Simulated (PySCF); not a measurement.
**A search over the determinants of BCl**

Unrestricted PBE0; basis B cc-pVDZ, Cl cc-pV(D+d)Z; no relativity; PySCF 2.14. Outer shells of the fragments: B 2s2 2p1; Cl 3s2 3p5.

Followed along the bond (rough minima from three points):

```tsv
2Ms+1	unpaired	⟨S²⟩ at the start	R at minimum (Å)	Te (eV)
1	none	0.00	1.74	0.00
3	σ ↑, π ↑	2.01	none in the scan	≤ 2.19
```

Solutions found at the starting distance of 1.785 Å, counted from the lowest of them; the search is not exhaustive and high or unbound solutions are not listed, so other states can lie among these:

| 2Ms+1 | unpaired | term | E (eV) | ⟨S²⟩ | ⟨Lz²⟩ | μ (D) |
| --- | --- | --- | --- | --- | --- | --- |
| 1 | none | ¹Σ⁺ | 0.00 | 0.00 | 0.00 | 1.11 |
| 3 | σ ↑, π ↑ | ³Π | 2.18 | 2.01 | 1.00 | -0.35 |
| 1 | σ ↑, π ↓ | mixed | 3.09 | 1.01 | 1.01 | 0.05 |
| 3 | π ↑↑ | mixed | 6.58 | 2.01 | 2.01 | 4.77 |
| 3 | π ↑↑ | ³Σ⁻ | 6.68 | 2.10 | 0.00 | -1.22 |
| 3 | π ↑↑ | mixed | 6.87 | 2.01 | 2.01 | 4.74 |
| 1 | π ↑↓ | mixed | 6.91 | 1.01 | 2.01 | 4.73 |
| 1 | π ↑↓ | mixed | 7.26 | 1.00 | 2.01 | -1.28 |
| 3 | σ ↑↑ | ³Σ⁺ | 7.26 | 2.01 | 0.00 | -1.07 |
| 1 | σ ↑, π ↑↓↓ | mixed | 9.26 | 2.01 | 3.01 | 4.03 |

A term symbol is given only where ⟨S²⟩ and ⟨Lz²⟩ are close to those of a pure state; real π, δ and φ orbitals otherwise mix terms. A positive dipole means B(−)Cl(+).

Counting both spins, an empty level lies below a filled one in some of these solutions, because spin and occupation are held.
